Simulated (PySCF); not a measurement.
# Partial charges of `CCC=C=S`

Species: C4H6S.
Geometry (PBE0-D3(BJ)/def2-SVP, Å), atoms numbered from 1 in this order:
```
atom  x, y, z in Å
C1    -1.4542    0.3599   -0.8669
C2    -0.3309   -0.4941   -0.2903
C3     0.9103    0.3038    0.0211
C4     2.0624    0.1627   -0.5927
S5     3.4288   -0.0257   -1.3273
H6    -1.1515    0.8202   -1.8193
H7    -1.7320    1.1731   -0.1782
H8    -2.3545   -0.2468   -1.0500
H9    -0.0750   -1.3061   -0.9881
H10   -0.6748   -0.9829    0.6378
H11    0.8553    1.0813    0.7942
```

Density: PBE0/pcSseg-1 (PySCF); schemes: Mulliken, IAO, Hirshfeld and ESP-fitted. One conformer (not necessarily the lowest) at the PBE0-D3(BJ)/def2-SVP geometry, without solvent, vibrations or thermal averaging.

**Question.** Tabulate the Mulliken, IAO, Hirshfeld and ESP-fitted charges.

**Answer.** In e:

```
atom                               environment  Mulliken     IAO  Hirshfeld  ESP-fitted
  C1                             methyl carbon    -0.289  -0.406     -0.113      -0.295
  C2                          chain CH2 carbon    -0.223  -0.234     -0.053      +0.163
  C3    outer carbon of cumulated double bonds    -0.253  -0.257     -0.080      -0.405
  C4  central carbon of cumulated double bonds    -0.038  -0.071     +0.020      -0.026
  S5                        sulfur bonded to C    +0.012  +0.078     -0.050      -0.026
  H6                           methyl hydrogen    +0.126  +0.143     +0.040      +0.095
  H7                           methyl hydrogen    +0.114  +0.136     +0.040      +0.086
  H8                           methyl hydrogen    +0.121  +0.141     +0.044      +0.067
  H9                        methylene hydrogen    +0.129  +0.145     +0.043      +0.075
 H10                        methylene hydrogen    +0.140  +0.145     +0.044      +0.017
 H11                            hydrogen on C3    +0.161  +0.180     +0.064      +0.249
```

Mean size of the charges over all atoms: IAO 0.176 e, Mulliken 0.146 e, ESP-fitted 0.137 e, Hirshfeld 0.054 e. Each set sums to the total charge, 0, to within 0.001 e. The ESP scheme is a least-squares fit of atom-centred charges to the potential on four shells outside the van der Waals surface, with the total charge fixed.

Lowest charge. The schemes don't all agree: Mulliken C1 (-0.289); IAO C1 (-0.406); Hirshfeld C1 (-0.113); ESP-fitted C3 (-0.405).

Highest charge. All schemes agree: Mulliken H11 (+0.161); IAO H11 (+0.180); Hirshfeld H11 (+0.064); ESP-fitted H11 (+0.249).

**Question.** Sum the charges by element, for elements with more than one atom.

**Answer.** 
```tsv
element	atoms	Mulliken	IAO	Hirshfeld	ESP-fitted
C	4	-0.803	-0.968	-0.225	-0.563
H	6	+0.791	+0.890	+0.275	+0.589
```

**Question.** How many electrons does the Mulliken scheme count on C2?

**Answer.** Z − q = 6 − (-0.223) = 6.223.

**Question.** How closely do the schemes follow one another over all atoms?

**Answer.** Correlation coefficient and root-mean-square difference: Mulliken with IAO 0.99, 0.044 e; Mulliken with Hirshfeld 0.93, 0.114 e; IAO with Hirshfeld 0.90, 0.147 e; Hirshfeld with ESP-fitted 0.74, 0.145 e; IAO with ESP-fitted 0.70, 0.148 e; Mulliken with ESP-fitted 0.70, 0.136 e.
